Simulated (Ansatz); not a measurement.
`COC#CN` → `[CH2]` (triplet) + `NC#CO` at 700 K and 1 bar (formal loss of a carbene).

Calculated with Ansatz (gas phase, PBE0-D4/def2-TZVP geometries, no zero-point term in ΔE). CBS: MP2 limit from def2 TZ/QZ plus the TZ coupled-cluster correction, frozen cores. This one scheme is used for every species. Triplets are unrestricted, without spin–orbit coupling. One conformer a species, not always the lowest.

```json
{"species": "`COC#CN`", "CCSD(T)/CBS energy (Eh)": "-246.92561", "H − E (kJ/mol)": "275.4", "S (J/(mol·K))": "424.0"}
{"species": "`[CH2]` (triplet)", "CCSD(T)/CBS energy (Eh)": "-39.09499", "H − E (kJ/mol)": "70.4", "S (J/(mol·K))": "226.8"}
{"species": "`NC#CO`", "CCSD(T)/CBS energy (Eh)": "-207.68085", "H − E (kJ/mol)": "185.1", "S (J/(mol·K))": "361.1"}
```

H − E and S are ideal-gas, rigid-rotor, harmonic terms from PBE0-D4/def2-TZVP, for one conformer and one mirror image of each species, with the whole ground term of open shells counted as degenerate. 1 Eh = 2625.50 kJ/mol, R = 8.31446 J/(mol·K).

Problem. By hand: ΔE, ΔH, ΔS and ΔG.

Solution. ΔE = (-39.09499) + (-207.68085) − (-246.92561) = 0.14977 Eh = 393.2 kJ/mol. Δ(H − E) = 70.4 + 185.1 − 275.4 = -19.9, so ΔH = 373.3 kJ/mol. ΔS = 226.8 + 361.1 − 424.0 = 163.9 J/(mol·K). ΔG = 373.3 − 700 × (163.9)/1000 = 258.6 kJ/mol.

Problem. By hand: the equilibrium constant, and the temperature at which ΔG would vanish if ΔH and ΔS stayed fixed.

Solution. log₁₀ K = −ΔG/(RT ln 10) = -19.3. ΔG = 0 at ΔH/ΔS = 2278 K.

The number of gas molecules changes by +1, which sets the sign of ΔS. A doubt of 5 kJ/mol in ΔE shifts log₁₀ K by 0.4 here. Other conformers and mirror images would add mixing entropy, several J/(mol·K) or more a flexible species. A triplet takes part, so the spin changes. These are equilibria of isolated gas molecules and say nothing of rates. Largest T1 diagnostic: 0.013 (customary marks: 0.02 for closed shells, 0.045 for open ones).
